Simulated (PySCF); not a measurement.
Species: Cl₂.
SMILES: `ClCl`

A linear-response calculation (PySCF, def2-SVPD basis, gas phase, vertical, core orbitals frozen in the response) gave these numbers; the functional is withheld.

Orbital energies (eV): HOMO-3 -13.12, HOMO-2 -13.12, HOMO-1 -10.33, HOMO -10.33, LUMO -2.52, LUMO+1 1.70, LUMO+2 2.11.

| state | E (eV) | f | main configurations (H = HOMO, L = LUMO) |
| --- | --- | --- | --- |
| S1 | 3.36 | 0.0006 | H-1/H→L (99%) |
| S2 | 3.36 | 0.0006 | H-1/H→L (99%) |
| S3 | 6.08 | 0.0000 | H-3/H-2→L (98%) |
| S4 | 6.08 | 0.0000 | H-3/H-2→L (98%) |
| S5 | 8.54 | 0.0000 | H-1/H→L+1 (≥94%) |
| S6 | 8.54 | 0.0000 | H-1/H→L+1 (≥94%) |

Triplets (Tamm–Dancoff): T1 2.52 eV, H-1/H→L (98%); T2 2.52 eV, H-1/H→L (98%); T3 5.22 eV, H-3/H-2→L (97%); T4 5.22 eV, H-3/H-2→L (97%).

Vertical ionisation energy by ΔSCF with the same functional: 11.83 eV. Mean static polarisability: 30.6 au.

Orbitals of the list HOMO-3 to LUMO+2 that lie within 0.01 eV of each other are written together with a slash and their weights summed (≥ marks a lower bound); for degenerate orbitals outside that list single weights are arbitrary.

**Question.** Which of these was used?
A. PBE
B. CAM-B3LYP
C. B3LYP
D. HF

**Answer.** B. CAM-B3LYP is range-separated, 19% exact exchange at short range and 65% at long range (ω = 0.33 bohr⁻¹). In this run −ε(HOMO) = 10.33 eV differs from the ΔSCF value by -1.50 eV, and S1 differs from the orbital gap of 7.81 eV by -4.45 eV. The ratio −ε(HOMO)/IP is 0.87. Small neutral molecules mostly give 0.85 to 0.93 with CAM-B3LYP, 0.5 to 0.7 with PBE, 0.67 to 0.83 with B3LYP; Hartree–Fock can't fall below 1, since the ion's relaxation only lowers the ΔSCF value.

Theory: TDDFT CAM-B3LYP/def2-SVPD, vertical, gas phase, core orbitals frozen in the response (PySCF 2.14.0, density-fitted response routines). Isolated species at its PBE0-D3(BJ)/def2-SVP geometry, gas phase.
